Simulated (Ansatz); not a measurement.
Reaction (SMILES): C=O (CH2O) [formaldehyde] → [CH]=O (CHO) + H atom (the C-H bond breaks)

Quantity: bond dissociation energy (enthalpy at 298 K), in kcal/mol. Conventions: spin-orbit terms left out; open shells spin-unrestricted; 6-31G* and kin with 6d, 5d where marked; valence correlation only; dispersion terms only where a functional's name holds one; non-relativistic; 6-311+G** with 5d; LANL2DZ all-electron up to Ne. Basis-set limits of correlation are two-point, X^-3; Hartree-Fock from the larger set. Ab initio and DFT rows: single points at B3LYP-D3(BJ) geometries (Ansatz, a first-principles code), with unscaled harmonic terms from B3LYP/6-31G* at its own minima.

Measured values: Active Thermochemical Tables 1.112 (ions: stationary electron), as tabulated in the package chemicals; G2/97 table in ASE (Curtiss et al.); they hold spin-orbit and core effects, anharmonicity. 

Value to compare with, the measured value: 88.2 kcal/mol.

```tsv
level	program	bond dissociation energy (enthalpy at 298 K) (kcal/mol)	error
B3LYP/STO-3G	Ansatz	106.5	18.3
B3LYP/3-21G	Ansatz	88.1	-0.1
B3LYP/LANL2DZ	Ansatz	90.3	2.1
B3LYP/6-31G	Ansatz	89.4	1.2
B3LYP/6-31G*	Ansatz	87.1	-1.1
B3LYP/6-31+G*	Ansatz	87.0	-1.2
B3LYP/6-31G**	Ansatz	87.7	-0.5
B3LYP/def2-SVP	Ansatz	85.3	-2.9
B3LYP/cc-pVDZ	Ansatz	84.3	-3.9
B3LYP/6-311+G**	Ansatz	85.9	-2.3
B3LYP/def2-TZVPD	Ansatz	85.8	-2.4
CCSD(T)/CBS(def2-TZVPPD,def2-QZVPPD)	Ansatz	88.2	0.0
```

Among the 10 habitual levels, B3LYP/STO-3G lies farthest from the measured value (18.3 kcal/mol); 3 of 10 lie above it, and their mean absolute error is 3.4 kcal/mol, the median 1.6. One case shows no general order.

The sets are all those run for this method; runs whose electronic state is in doubt are left out.
